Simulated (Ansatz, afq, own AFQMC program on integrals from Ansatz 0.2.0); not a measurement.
**AlNH2, singlet → AlNH₂, triplet**

```xyz
4

Al    0.0000    0.0000    0.6968
N     0.0000    0.0000   -1.0992
H     0.0000    0.8223   -1.6887
H     0.0000   -0.8223   -1.6887
```

Connectivity, by distances: Al–NH2.

E(triplet, charge +0) − E(singlet, charge +0) at this geometry, on RHF and UHF determinants.

Basis aug-cc-pVDZ. Only valence electrons are correlated. Ansatz 0.2.0 and our own AFQMC program on the same integrals; the CISD trial comes from CCSD amplitudes, and released means the phaseless constraint is let go. Uncertainties: one standard error, sampling alone. The errors of all members are added in quadrature.

No full CI on the walks' own integrals is used here; CCSDT(Q) serves as the reference and is uncertain by about the last step of the cluster series. Each member takes its own surest rung, up to full CI.

The best estimate is CCSD(T) at the basis-set limit (CBS: def2-TZVPP and def2-QZVPP, with their diffuse functions for anions and beside diffuse sets, CCSD(T) itself extrapolated) plus the step from CCSD(T) to CCSDT(Q) in aug-cc-pVDZ. Rows without CBS are in aug-cc-pVDZ, the functionals in def2-TZVP; B2PLYP and the wave-function rows carry a basis error of their own. Core correlation and relativity beyond core potentials are missing, and ± holds the sampling alone.

Cautions: AlNH₂ (triplet): another spin lies lower, the released energies are still falling, so no released level is given (meV from the phaseless value at times in 1/Eh: -5 ± 5 at 0.24, -6 ± 4 at 0.51, -6 ± 4 at 0.99, -9 ± 5 at 1.62, -21 ± 4 at 2.40); core correlation is missing, and it shifts such a gap most where an s electron is promoted.

```csv
level,vertical spin gap (eV)
B3LYP,2.632
PBE0,2.387
HF,1.716
```

Q: From these cheaper values, estimate the vertical spin gap at the level of the best estimate.

A: 2.546 eV (best estimate, highest rung CCSDT(Q)).

```tsv
level	vertical spin gap (eV)	error against the best estimate (eV)
MP2	2.284	-0.262
CCSD	2.487	-0.059
CCSD(T)	2.502	-0.044
CCSDT	2.501	-0.046
CCSDT(Q)	2.502	-0.045
ph-AFQMC/CISD	2.510 ± 0.007	-0.037 ± 0.007
HF/CBS	1.697	-0.850
MP2/CBS	2.396	-0.150
CCSD(T)/CBS	2.547	0.001
PBE	2.443	-0.103
r2SCAN	2.210	-0.336
wB97M-V	2.908	0.361
B2PLYP	2.590	0.044
```

Correlation beyond CCSD(T) changes it by less than 2 meV. Going to the basis-set limit adds 0.045 eV at CCSD(T). The perturbative (T) step is worth +0.015 eV.

Best estimates are given only where the step beyond CCSD(T) is under 0.3 eV and no member's determinant is very poor (T1 over 0.05, or 0.07 for open shells, ⟨S²⟩ too high by 0.3, two states mixed), so the hardest cases are missing from such tables.

The functionals ran in a triple-zeta set and keep a basis error of their own, a few kJ/mol for each bond in atomization energies and more for double hybrids, so close places among them and the extrapolated levels can swap.

CCSDT and higher add their correlation energy to the determinant of the CCSD(T) run, since their own runs factorise the integrals more tightly (a shift of under 2 meV). Each member of a difference takes its own highest rung, so a best estimate needn't equal the limit plus the step of one row. A walk keeps the symmetry of its determinant, which the program's search chose and which needn't be the lowest solution, so a lower state of the same spin and another symmetry isn't excluded.
